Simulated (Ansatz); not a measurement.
Ansatz (a first-principles code) input (CCSD(T)/aug-cc-pVDZ):

Ansatz 0.2 input:
```yaml
crystal:
  periodic: [false, false, false]
  atoms:
    - {symbol: C, position_ang: [-0.86779925, -0.02842753, -0.08465418]}
    - {symbol: O, position_ang: [-0.88803194, -1.05093051, 0.59213902]}
    - {symbol: O, position_ang: [0.14572903, 0.69139384, -0.44565963]}
    - {symbol: H, position_ang: [-1.80224265, 0.42334062, -0.47790280]}
    - {symbol: C, position_ang: [1.53606667, 0.43224451, 0.07324310]}
    - {symbol: H, position_ang: [1.59861714, -0.65948461, 0.19327966]}
    - {symbol: H, position_ang: [2.13244424, 0.68953549, -0.81874536]}
basis:
  gaussian:
    orbitals: aug-cc-pVDZ
total_charge: -1
magnetization: {spin_polarized: false}
correlation: {method: ccsd_t, electrons: outside_noble_gas}
output: {forces: true}
```

Output:

```
Functional definition: HF
integrals: 0.22 GiB planned
1167 factors; integrals over basis functions are off by at most 6.7e-4 eV
mean field: 0.38 GiB planned
mean field evaluation 1: about -6178.0831 eV, gradient 3.5e1 eV
mean field evaluation 2: about -6178.0846 eV, gradient 3.5e1 eV
mean field evaluation 4: about -6181.2203 eV, gradient 4.6e0 eV
mean field evaluation 8: about -6181.2992 eV, gradient 4.6e-1 eV
mean field evaluation 16: about -6180.2855 eV, gradient 2.2e1 eV
mean field -6181.30244022 eV, -227.1586748406 hartree, gradient 2.1e-6 eV, S^2 0.000000; 0 other end points of the search recorded, 0 dependent functions left out
4 core orbitals not correlated
reference -6181.30244022 eV, -227.1586748406 hartree; 12, 12 occupied and 103, 103 virtual orbitals, 1167 factors
densities: 1.20 GiB planned
second order -18.82109460 eV of doubles, -0.00000000 eV of singles
coupled cluster: 0.69 GiB planned
cycle   1  -18.60495982 eV  change    2.2e-1 eV  update   1.4e-1
cycle   2  -19.19337543 eV  change   -5.9e-1 eV  update   4.3e-2
cycle   3  -19.35744540 eV  change   -1.6e-1 eV  update   2.6e-2
cycle   4  -19.34605551 eV  change    1.1e-2 eV  update   8.5e-3
cycle   5  -19.33993694 eV  change    6.1e-3 eV  update   5.4e-3
cycle   6  -19.34256440 eV  change   -2.6e-3 eV  update   2.3e-3
cycle   7  -19.34247915 eV  change    8.5e-5 eV  update   1.2e-3
cycle   8  -19.34212336 eV  change    3.6e-4 eV  update   5.8e-4
cycle   9  -19.34223650 eV  change   -1.1e-4 eV  update   2.6e-4
cycle  10  -19.34256545 eV  change   -3.3e-4 eV  update   1.2e-4
cycle  11  -19.34242011 eV  change    1.5e-4 eV  update   5.4e-5
cycle  12  -19.34241350 eV  change    6.6e-6 eV  update   2.4e-5
cycle  13  -19.34243275 eV  change   -1.9e-5 eV  update   1.0e-5
cycle  14  -19.34242773 eV  change    5.0e-6 eV  update   3.9e-6
perturbative correction -0.78039260 eV, -0.0286788993 hartree
the calculation of the forces begins
Total energy: -6201.42526055 eV, -227.8981748482 hartree
Atom 0 at    -0.867799    -0.028428    -0.084654 Å, force    -0.349832     0.342815    -0.220589 eV/Å
Atom 1 at    -0.888032    -1.050931     0.592139 Å, force    -0.034611    -1.043506     0.685305 eV/Å
Atom 2 at     0.145729     0.691394    -0.445660 Å, force     0.200193     0.822871    -0.568322 eV/Å
Atom 3 at    -1.802243     0.423341    -0.477903 Å, force    -0.234147     0.096870    -0.116014 eV/Å
Atom 4 at     1.536067     0.432245     0.073243 Å, force     0.092961     0.204323     0.511360 eV/Å
Atom 5 at     1.598617    -0.659485     0.193280 Å, force     0.049882    -0.557027     0.093361 eV/Å
Atom 6 at     2.132444     0.689535    -0.818745 Å, force     0.275554     0.133655    -0.385102 eV/Å
Dipole moment:    -0.801571    -0.079087    -0.525739 e Å
```

It need not be the lowest isomer of its formula. Whether it binds its extra electron was not tested at this geometry.
